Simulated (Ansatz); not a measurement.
# AlBS (triplet): the correlation ladder, def2-QZVPP

An exercise on one series of results from a longer session: the logs are not shown, and one member is left open.

Computed with Ansatz 0.2.0, Gaussian basis. Level: def2-QZVPP, core rule «outside noble gas», up to 11 orbitals frozen.

Plan: UHF; ROHF; CCSD(T) on UHF.

2 further runs of the same task are left out: 2 set aside as unsound or not needed.

## The system

The geometry is a PBE0/def2-TZVP stationary point (not a proven minimum) of the parent state, kept for this charge and spin.

3 atoms, charge 0, spin multiplicity 3.

Atoms are counted from 1 here; the program's logs count them from 0.

Bond lengths: Al1–B2 2.231 Å, B2–S3 1.617 Å. Angles: Al1–B2–S3 180.0°.

The first run:

Contents of in.yaml:

```yaml
crystal:
  periodic: [false, false, false]
  atoms:
    - {symbol: Al, position_ang: [0.000000, 0.000000, 2.026204]}
    - {symbol: B, position_ang: [0.000000, 0.000000, -0.204465]}
    - {symbol: S, position_ang: [0.000000, 0.000000, -1.821740]}
basis:
  gaussian: {orbitals: "def2-QZVPP.json"}
magnetization: {spin_polarized: true, initial_magnetization: 2}
hamiltonian: {xc: hf}
output: {orbitals: {seedname: orbitals}}
```

Run with:

```bash
> ansatz run in.yaml --threads 1 --pin off --events-out ev --progress --plain --max-ram 2393MiB
```

Among the steps run: UHF; ROHF; CCSD(T) on UHF.

One of the session's tables, all rows but one given; the rest of the session is left out.

```
  method  from UCCSD(T) (meV)
    ROHF              +9613.4
     UHF                    ?
    UMP2              +1214.9
   UCCSD               +612.7
UCCSD(T)                    0
```

Estimate the missing values for UHF.

**Answer.** from UCCSD(T) (meV): +9563.7. In the column «from UCCSD(T) (meV)» it lies between UMP2 (+1214.9) and ROHF (+9613.4).
